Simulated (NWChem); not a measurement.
System: water (H$_{2}$O); SMILES O

The following NWChem deck was run.

```
start job
memory heap 200 mb stack 900 mb global 1100 mb
geometry units angstroms
  O      0.000000     0.000000     0.133319
  H      0.754171     0.000000    -0.464991
  H     -0.754171     0.000000    -0.464991
end
basis spherical
  * library sto-3g
end
dft
  xc hfexch
  iterations 150
end
driver
  maxiter 120
end
task dft optimize
task dft freq
```

The level has its own optimisation; frequencies are unscaled.

**Question.** What results follow from this input? (Hartree-Fock/STO-3G.) Quantities: r H–O (Å); highest harmonic frequency (cm⁻¹); lowest (cm⁻¹); zero-point energy (kcal/mol); dipole (D).

**Answer.** 
```
Quantity                           Value
---------------------------------  -----
r H–O (Å)                          0.989
highest harmonic frequency (cm⁻¹)   4391
lowest (cm⁻¹)                       2170
zero-point energy (kcal/mol)        15.3
dipole (D)                          1.71
```
